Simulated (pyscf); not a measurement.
Structures and frequencies: ωB97X-D3(BJ)/def2-SVP in PySCF.

Q: What is the homolytic dissociation enthalpy (298 K, ωB97M-D3(BJ)/def2-TZVP) of the H–Mo bond of O=MoH(OH)(OH)–Cl (SMILES [O]=[MoH]([OH])([OH])[Cl]), to [O=Mo(OH)(OH)–Cl]• + H•?

A: H–Mo to [O=Mo(OH)(OH)–Cl]• + H•: 40.8 kcal/mol. The 7 functionals that were run give +37.6 (M06-2X) to +48.3 kcal/mol (r²SCAN). The radicals are drawn with the spin at the cut bond; how far it spreads was not checked. Other isomers of [O=Mo(OH)(OH)–Cl]• were not searched in full and may lie lower. Open-shell species with a d-block atom are single-reference here; other states, and whether the spin sits on metal or ligand, were not checked. Elements past Kr carry the def2 core potentials, without spin-orbit coupling.
